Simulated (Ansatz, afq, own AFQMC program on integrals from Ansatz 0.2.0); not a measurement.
AFQMC on a folder of integrals that Ansatz 0.2.0 wrote.

```yaml
crystal:
  periodic: [false, false, false]
  atoms:
    - {symbol: Si, position_ang: [0.000000, 0.000000, 0.411035]}
    - {symbol: C, position_ang: [0.000000, 0.000000, -1.157965]}
    - {symbol: H, position_ang: [0.000000, 1.271280, 1.172615]}
    - {symbol: H, position_ang: [0.000000, -1.271280, 1.172615]}
basis:
  gaussian: {orbitals: cc-pVDZ}
magnetization: {spin_polarized: false}
correlation: {method: ccsd_t, electrons: outside_noble_gas, hamiltonian_folder: ham}
```

```sh
$ ansatz run in.yaml --threads 1 --pin off --events-out ev --progress --plain --max-ram 1382MiB
```

afq runs on the folder ham with

```
--method phaseless --trial cisd --walkers 70 --populations 1 --least-time 40 --time-step 0.005 --steps-per-block 50 --equilibration-blocks 28 --max-blocks 300 --target-error 0.00038 --factor-cut 1e-05 --seed 7135 --release-times 0.24,0.51,0.99,1.62,2.4 --release-step 0.03 --release-every 4 --taylor-order 6
```

Times are imaginary, in 1/Eh. The walk had a cap of 536 s.

```
orbitals 36  electrons 5 5  factors 271 of 402
reference energy -327.71644608 Eh
CCSD correlation -0.23194155 Eh in 13 cycles, weight of the determinant in the CISD state 0.8504
energy of the start -327.948388 Eh
 block  time / (1/Eh)  mean weight  energy / Eh
     1     0.250  1.0001  -327.944747
     2     0.500  0.9985  -327.945716
     3     0.750  1.0001  -327.949722
     4     1.000  1.0000  -327.951458
     5     1.250  0.9982  -327.951771
     9     2.250  0.9978  -327.951758
    33     8.250  1.0000  -327.961079
    65    16.250  0.9988  -327.957292
    97    24.250  1.0002  -327.954807
   105    26.250  1.0008  -327.967749
   129    32.250  1.0035  -327.960684
   161    40.250  0.9998  -327.959820
   193    48.250  0.9992  -327.949407
   225    56.250  1.0005  -327.959786
   257    64.250  1.0013  -327.961231
   289    72.250  0.9998  -327.963472
   321    80.250  0.9991  -327.961221
blocks merged  error / Eh  count
     1  0.000304  300
     2  0.000364  150
     4  0.000424  75
     8  0.000531  37
    16  0.000640  18
    32  0.000827  9
released: time / (1/Eh)  energy / Eh  error  mean overlap
  0.24  -327.959522  0.000768  0.9975
  0.51  -327.960147  0.000811  1.0056
  0.99  -327.960054  0.000964  1.0056
  1.62  -327.959883  0.000979  1.0269
  2.40  -327.960484  0.000865  1.0248
energy -327.959288 +/- 0.000640 Eh
(rows thinned)
```

(1) Estimate how long the walk took on 1 thread of Arm Neoverse V1, on a shared host.

The run passed its tests (sampling time, drift between the halves within three errors, error under three times the target), which doesn't prove that it has relaxed. The second half of the sampling lies below the first by 1.8 errors of their difference, so the energy may still be moving and its error bar be too small.

Against this walk (error 17.4 meV) on the same determinant: CCSD(T) 55.3 meV higher, CCSDT(Q) 9.3 meV lower (within the noise). The error is statistical and leaves out the bias of the constraint. Released to 2.40 1/Eh the energy moves by -33 ± 29 meV (both errors), within twice the noise.

Cautions: constraint bias not in the error; error above the target (17.4 against 10.3 meV); higher spins were not checked; restricted determinant unstable towards unrestricted (UHF 637 meV lower, ⟨S²⟩ 0.80); raised T1 diagnostic (T1 0.024, weight of the determinant 0.85, largest double 0.13); the bias of populations of 70 walkers isn't removed.

## Answers

(1) 3.6 min of wall time.

CCSDT and higher add their correlation energy to the determinant of the CCSD(T) run, since their own runs factorise the integrals more tightly (a shift of under 2 meV). A walk keeps the symmetry of its determinant, which the program's search chose and which needn't be the lowest solution, so a lower state of the same spin and another symmetry isn't excluded.
